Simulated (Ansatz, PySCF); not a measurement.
Wanted: the gas-phase enthalpy of formation of CCO at 298 K. Reaction (SMILES): CCO [ethanol] + C (CH4) → CC (C2H6) [ethane] + CO (CH4O) [methanol]; bond separation energy.

Each molecule is optimised on its own at B3LYP-D3(BJ)/def2-TZVP (Ansatz, a quantum-chemistry and plane-wave program), one conformer each, not searched for the lowest. Valence correlation only, unless marked. Open shells are spin-unrestricted. Spin-orbit coupling is left out. No relativistic terms. CBS marks a two-point X^-3 extrapolation of the correlation energy; Hartree-Fock from the larger set. The bracket is a focal-point correction in the basis named. Thermal terms are rigid-rotor harmonic-oscillator values from B3LYP-D3(BJ) frequencies (PySCF) at 298.15 K and 1 atm. 1 Eh = 627.5095 kcal/mol. PBE is always shown; the other two functionals were drawn at random. The atomisation route leaves out scalar relativity and anharmonic zero-point terms, the atoms' spin-orbit terms, and in the frozen-core level the core correlation. Atomic data: G2/97 table in ASE.

Tabulated enthalpies of formation of the partners: C (CH4) -17.8 kcal/mol, ATcT 1.112; CC (C2H6) -20.0 kcal/mol, ATcT 1.112; CO (CH4O) -48.0 kcal/mol, ATcT 1.112.

```
level                                                       computed ΔH of the reaction (kcal/mol)  ΔHf by atomisation and measured atoms (kcal/mol)
----------------------------------------------------------  --------------------------------------  ------------------------------------------------
PBE/def2-TZVPD (Ansatz)                                                                        5.2                                             -65.8
B3LYP-D3(BJ)/def2-TZVPD (Ansatz + dftd3)                                                       5.3                                             -55.0
PBE0-D4/def2-TZVPD (Ansatz + dftd4)                                                            5.3                                             -54.8
RI-MP2/CBS(cc-pVTZ,cc-pVQZ)+[CCSD(T)-MP2]/cc-pVTZ (Ansatz)                                     5.7                                             -56.7
```

Problem. Derive ΔHf from the reaction at each level, and compare how far the levels part by the two routes.

Solution. 
The partners sum to -50.2 kcal/mol (products minus other reactants), so ΔHf = (-50.2 - ΔH):
- PBE/def2-TZVPD: -55.4; errors +0.7 by the reaction, -9.7 by atomisation
- B3LYP-D3(BJ)/def2-TZVPD: -55.5; errors +0.6 by the reaction, +1.1 by atomisation
- PBE0-D4/def2-TZVPD: -55.5; errors +0.6 by the reaction, +1.3 by atomisation
- RI-MP2/CBS(cc-pVTZ,cc-pVQZ)+[CCSD(T)-MP2]/cc-pVTZ: -55.9; errors +0.2 by the reaction, -0.6 by atomisation
All levels span 0.5 kcal/mol by the reaction and 11.0 by atomisation; without PBE they span 0.4 and 1.9. The errors are against the measured -56.1 kcal/mol (ATcT 1.112).
